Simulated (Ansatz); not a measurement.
# H₃SO+ (SMILES O[SH2+]): one structure at several levels

An exercise on one series of results from a longer session: the logs are not shown, and one member is left open.

Program: Ansatz 0.2.0, Gaussian basis. Level of theory: single points in def2-TZVPP. These are calculated values, not measurements.

Cores are frozen in the correlated methods.

## The starting structure

SMILES `O[SH2+]`, 5 atoms, charge 1, spin multiplicity 1.

Atoms are counted from 1 here; the program's logs count them from 0.

Bond lengths: O1–S2 1.642 Å, O1–H3 1.192 Å, S2–H4 1.457 Å, S2–H5 1.424 Å. Angles: S2–O1–H3 100.5°, O1–S2–H4 95.6°, O1–S2–H5 86.5°, H4–S2–H5 79.0°.

Coordinates:

```xyz
5
charge 1, multiplicity 1
O     0.4790   -0.7256    0.3246
S    -0.5566    0.5242    0.0749
H    -0.0510   -1.2648    1.2466
H    -0.3891    0.5599   -1.3724
H     0.6005    1.3450   -0.0444
```

The first run:

Input file run/in.yaml:

```yaml
crystal:
  periodic: [false, false, false]
  atoms:
    - {symbol: O, position_ang: [0.479000, -0.725600, 0.324600]}
    - {symbol: S, position_ang: [-0.556600, 0.524200, 0.074900]}
    - {symbol: H, position_ang: [-0.051000, -1.264800, 1.246600]}
    - {symbol: H, position_ang: [-0.389100, 0.559900, -1.372400]}
    - {symbol: H, position_ang: [0.600500, 1.345000, -0.044400]}
basis:
  gaussian: {orbitals: def2-TZVPP}
total_charge: 1
correlation: {method: ccsd_t}
output: {forces: true}
```

No record of the launch command was kept for these runs.

Among the steps run: CCSD(T)/def2-TZVPP; PBE0-D4/def2-TZVPP; wB97M-V/def2-TZVPP; r2SCAN-D4/def2-TZVPP; PBE-D4/def2-TZVPP; HSE06-D4/def2-TZVPP; B97M-V/def2-TZVPP.

One table of the session follows, with a row left open; its other results are not shown here.

```
   method  RMS force component (eV/Å)  angle to CCSD(T) forces (°)
  CCSD(T)                       2.523                    reference
  PBE0-D4                           ?                            ?
  wB97M-V                       2.569                          3.2
r2SCAN-D4                       2.466                          2.0
   PBE-D4                       2.265                          3.9
 HSE06-D4                       2.556                          4.0
   B97M-V                       2.562                          2.9
```

**Question.** Estimate the row for PBE0-D4.

**Answer.** RMS force component (eV/Å): 2.560; angle to CCSD(T) forces (°): 4.1. In the column «RMS force component (eV/Å)» it lies between HSE06-D4 (2.556) and B97M-V (2.562).
